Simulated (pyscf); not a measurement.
## `[PH2]`, doublet

Gas-phase minimum from PySCF at ωB97X-D3(BJ)/def2-SVP, one conformer. 

```xyz
3

P      0.7051    -0.1097    -0.1894
H      0.1089    -0.3699    -1.4616
H      0.1204     1.1927    -0.1276
```
Charge 0, spin multiplicity 2.

Bonds (Å): P1–H2 1.429, P1–H3 1.429. Angles (°): H2–P1–H3 91.9.

Properties at ωB97X-D3(BJ)/def2-SVP:

| Property | Value |
|---|---|
| Harmonic wavenumbers, unscaled | 1135, 2429, 2441 cm⁻¹ |
| Zero-point energy | 8.6 kcal/mol |
| Rotational symmetry number | 2 |
| Entropy of this conformer at 298 K and 1 atm, rigid rotor and harmonic oscillator, modes under 100 cm⁻¹ raised to 100 | 212.6 J/(mol K) |
| Dipole moment | 0.83 D |
| Spin expectation value S2 | 0.754 |

Single-point totals, which compare only within one level (frozen core for MP2 and CC):

```
level                   total energy (hartree)
----------------------  ----------------------
ωB97X-D3(BJ)/def2-TZVP              -342.52908
PBE/def2-TZVP                       -342.34824
r²SCAN/def2-TZVP                    -342.48522
B3LYP-D3(BJ)/def2-TZVP              -342.53863
PBE0-D3(BJ)/def2-TZVP               -342.38133
M06-2X/def2-TZVP                    -342.48580
ωB97M-D3(BJ)/def2-TZVP              -342.55314
UHF/def2-TZVPP                      -341.88230
MP2/def2-TZVPP                      -342.01966
CCSD/def2-TZVPP                     -342.04674
CCSD(T)/def2-TZVPP                  -342.05234
```

The CCSD(T) − MP2 part came from Ansatz, without density fitting, on the same reference.
